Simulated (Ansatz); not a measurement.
1T (CdI2-type) HfS2: LDA at its full settings (plane-wave cutoff 520 eV, 12×12×6 k mesh (along the axes of the cell as run), Fermi–Dirac smearing 0.01 eV, scalar-relativistic PAW data made under PBE) and at cheaper ones, in a cell of 3 atoms with Γ-centred meshes.

```csv
level and setting,equilibrium lattice constant a (Å),c axis length (Å),bulk modulus (GPa),band gap (eV)
LDA (Ansatz),3.555,5.679,32.9,0.57
LDA (4×4×4 k mesh) (Ansatz),[?],5.663,33.1,0.59
```

Question: Estimate the withheld entries.

Answer: 
- LDA (4×4×4 k mesh) (Ansatz, an electronic-structure program), equilibrium lattice constant a (Å): 3.578

Largest shifts from the full settings: lattice constant a +0.65 % (LDA (4×4×4 k mesh)), against a difference of -2.20 % of the full result from the reference 3.635 Å (measured, temperature not stated, no zero-point or thermal correction; as tabulated in Björkman (2014), arXiv:1406.2436); lattice parameter c -0.28 % (LDA (4×4×4 k mesh)), against a difference of -2.59 % of the full result from the reference 5.83 Å (measured, temperature not stated, zero-point anharmonic expansion removed (computed with revB86b-DF2); no thermal correction; as tabulated in Björkman (2014), arXiv:1406.2436); bulk modulus +0.6 % (LDA (4×4×4 k mesh)); band gap +0.02 eV (LDA (4×4×4 k mesh)).

The full settings aren't shown to be converged themselves.

Each row is at its own relaxed cell, so a gap follows the cell too.

Band edges were searched off the SCF mesh.

Levels without +SOC have no spin–orbit coupling; where heavier elements are present it shifts gaps, mostly down, and can invert bands. Density-functional gaps are differences of (generalised) Kohn–Sham levels.

Caveats: LDA has no dispersion term either, though it tends to give short spacings of layers, chains or molecules (LDA, LDA (4×4×4 k mesh)). Ansatz's density-functional and Hartree–Fock values are scalar-relativistic unless marked +SOC, with PAW data made under PBE.

Run with cheap settings on purpose, which may leave them unconverged: LDA (4×4×4 k mesh).
